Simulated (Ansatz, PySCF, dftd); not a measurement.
Species: N2O, charge 0, singlet. N2O (nitrous oxide, SMILES N#[N+][O-]).
B3LYP-D3(BJ)/def2-TZVP minimum from Ansatz (a program for electronic structure):
```xyz
3

N      0.0000     0.0000    -1.1943
N      0.0000     0.0000    -0.0734
O      0.0000     0.0000     1.1093
```
Charge 0, spin multiplicity 1.

Property: enthalpy of formation at 298 K (by atomisation, with ideal-gas terms from PySCF's Hessian at B3LYP-D3(BJ)/def2-TZVP and the atoms' measured values of the G2/97 table; no spin-orbit terms), in kJ/mol. Radicals and triplets start from unrestricted determinants; spin-orbit coupling is neglected. Correlated methods leave the cores frozen. Rows without X2C or -DK are non-relativistic. CBS(X,Y): correlation extrapolated as X^-3, Hartree-Fock from the larger set (Q,5: extrapolated as (X+1)exp(-9√X)). A bracket is a step between two methods taken in the basis named. Functionals run without relativity, which enters their misses. Double hybrids freeze cores in their MP2 part. 'core' is core correlation in cc-pwCVTZ, 'X2C' scalar relativity in cc-pVTZ-DK, both at CCSD(T).

Compared with CCSD(T)/CBS(cc-pVQZ,cc-pV5Z) + [CCSDT(Q) - CCSD(T)]/cc-pVTZ + core + X2C (Ansatz): 82.2 kJ/mol.

Costs are rough ratios of core time, to one figure, on one kind of shared machine, summed over the single points of the molecules; atoms, geometries and frequencies are left out. The first row took roughly 3 core seconds; short runs hold start-up time.

```tsv
level	program	cost relative to the first row	difference (kJ/mol)
B3LYP-D4/def2-TZVPD	Ansatz + dftd4	1	-26.0
CAM-B3LYP/def2-TZVPD	Ansatz	1	-8.9
B2GP-PLYP-D4/def2-TZVPD	Ansatz + dftd4	2	7.7
CCSD(T)/cc-pVTZ	Ansatz	2	72.9
CCSDT(Q)/cc-pVDZ	Ansatz	10	166.5
CCSD(T)/CBS(cc-pVTZ,cc-pVQZ) + core + X2C	Ansatz	20	5.0
CCSDT(Q)/cc-pVTZ	Ansatz	90	68.7
```

The dearest row costs roughly 90 times the first. Costs within a factor of two don't rank. The table holds for this case alone.
